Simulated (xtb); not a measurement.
# Cl2 (chlorine): GFN2-xTB

Aim: an optimisation with harmonic vibrations of Cl2 (chlorine). 

The results are computed with xtb 6.7.1.

3 further runs of the same task are left out: 3 set aside as unsound or not needed.

## Step 1: The system as given

The species is Cl2 (2 atoms), meant as a singlet with charge 0. SMILES: `ClCl`. All atoms were displaced at random from a relaxed shape. The run starts from this shape.

Bond lengths: Cl1–Cl2 1.921 Å.

## Step 2: An optimisation with harmonic vibrations at GFN2-xTB

xcontrol

```
$chrg 0
$spin 0
$end
```

start.xyz

```xyz
2

Cl     0.74545000    -0.37496000     0.42893000
Cl    -0.80087000     0.34287000    -0.45645000
```

Launch:

```sh
$ xtb --ohess extreme -I xcontrol -- start.xyz > out.txt
```

What values should one expect? Wanted: total energy at the end; dipole moment; HOMO energy; LUMO energy; HOMO–LUMO gap; bond length; dispersion energy; mean polarisability; harmonic wavenumber.

**Answer.** As computed:

At GFN2-xTB:

```
                      quantity         value
       total energy at the end   -9.07933 Eh
                 dipole moment        0.00 D
                   HOMO energy     -11.99 eV
                   LUMO energy      -8.62 eV
                 HOMO–LUMO gap       3.37 eV
                   bond length       2.017 Å
             dispersion energy  -1.99 kJ/mol
mean polarisability (D4 model)    30.5 bohr³
           harmonic wavenumber      507 cm⁻¹
             zero-point energy    3.0 kJ/mol
```

In words: At the final geometry: Bond lengths: Cl1–Cl2 2.017 Å. The one mode is real, so the shape is a minimum at this level.
